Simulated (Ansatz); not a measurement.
**CHOS radical: single points off equilibrium**

The task here is to estimate one member of a computed series from the others.

The runs use Ansatz 0.2.0, Gaussian basis; single points in def2-TZVPP.

Correlated methods freeze the cores. Orbitals are unrestricted.

## Starting geometry

SMILES `[CH]1OS1`, 4 atoms, charge 0, spin multiplicity 2.

Atoms are counted from 1 here; the program's logs count them from 0.

Bond lengths: C1–O2 1.419 Å, C1–S3 1.727 Å, C1–H4 1.028 Å, O2–S3 1.747 Å. Angles: O2–C1–S3 66.6°, O2–C1–H4 122.9°, S3–C1–H4 126.8°, C1–O2–S3 65.2°, C1–S3–O2 48.2°.

As a file:

```xyz
4

C     0.14580    0.48870    0.00120
O    -0.90110   -0.30810    0.53320
S     0.65170   -1.10360    0.43970
H     0.11810    0.88760   -0.94580
```

Set-up of the first run:

Contents of run/in.yaml:

```yaml
crystal:
  periodic: [false, false, false]
  atoms:
    - {symbol: C, position_ang: [0.145800, 0.488700, 0.001200]}
    - {symbol: O, position_ang: [-0.901100, -0.308100, 0.533200]}
    - {symbol: S, position_ang: [0.651700, -1.103600, 0.439700]}
    - {symbol: H, position_ang: [0.118100, 0.887600, -0.945800]}
basis:
  gaussian: {orbitals: def2-TZVPP}
magnetization: {spin_polarized: true, initial_magnetization: 1}
correlation: {method: ccsd_t}
scf: {omitted_lower_state_checks: [cluster_reference]}
output: {forces: true}
```

The command line of these runs was not kept.

Steps of the session up to this table: CCSD(T)/def2-TZVPP; PBE0-D4/def2-TZVPP; wB97M-V/def2-TZVPP; r2SCAN-D4/def2-TZVPP; PBE-D4/def2-TZVPP; B97M-V/def2-TZVPP; SPW92/def2-TZVPP.

One of the session's tables, all rows but one given; the rest of the session is left out.

```
   method  RMS force component (eV/Å)  angle to CCSD(T) forces (°)  dipole (D)
  CCSD(T)                       1.308                    reference        1.55
  PBE0-D4                           ?                            ?           ?
  wB97M-V                       1.444                         13.3        1.59
r2SCAN-D4                       1.380                          6.1        1.52
   PBE-D4                       1.417                          4.9        1.41
   B97M-V                       1.421                         12.5        1.47
    SPW92                       1.666                         10.3        1.46
```

Estimate the missing values for PBE0-D4.

**Answer.** RMS force component (eV/Å): 1.517; angle to CCSD(T) forces (°): 14.5; dipole (D): 1.56. In the column «RMS force component (eV/Å)» it lies between wB97M-V (1.444) and SPW92 (1.666).
